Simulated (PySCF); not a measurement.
# C3H6S3 (Trithiane): the cost of one run

Computed with PySCF 2.14.0, with density-fitted response routines of our own, on a single molecule, in the gas phase or a continuum. Atoms are numbered from 0 throughout.

## 1. The molecule as given

12 atoms, charge 0, multiplicity 1; geometry from: GFN2-xTB. The atoms were then displaced at random by about 0.01 Å, so the start is not that level's minimum.

Bonds of the start (Å): C0–S1 1.84, S1–C2 1.83, C2–S3 1.79, S3–C4 1.81, C4–S5 1.82, S5–C0 1.80, C0–H6 1.10, C0–H7 1.08, C2–H8 1.07, C2–H9 1.08, C4–H10 1.09, C4–H11 1.08.

## 2. Geometry optimisation at PBE0-D3(BJ)/def2-TZVP

The job: settings as JSON, then the geometry in Å.

```
{"job": {"xc": "PBE0", "basis": "def2-TZVP", "d3": "d3bj", "grid": 2, "shake": 0.01, "kind": "geom"}, "charge": 0, "multiplicity": 1}
C      1.596490    -0.015390     0.169550
S      0.787390     1.454220     0.929760
C     -0.835480     1.354060     0.085450
S     -1.782970    -0.081820     0.561690
C     -0.771940    -1.383130    -0.175020
S      0.841210    -1.577910     0.639780
H      1.544890     0.110920    -0.918730
H      2.621380     0.000060     0.505680
H     -0.660690     1.352960    -0.965220
H     -1.379850     2.234620     0.402240
H     -1.310130    -2.317960    -0.029170
H     -0.610630    -1.158890    -1.215030
```

The run is started by

```console
$ OMP_NUM_THREADS=1 python probes_run.py task.json out
```

One launch serves the whole session: the jobs run in the order shown.

Q: Estimate the wall time and peak memory of this first job on 1 thread of AMD EPYC 9R14, shared host.

About 2.1 min, with a peak of 1.2 GiB.
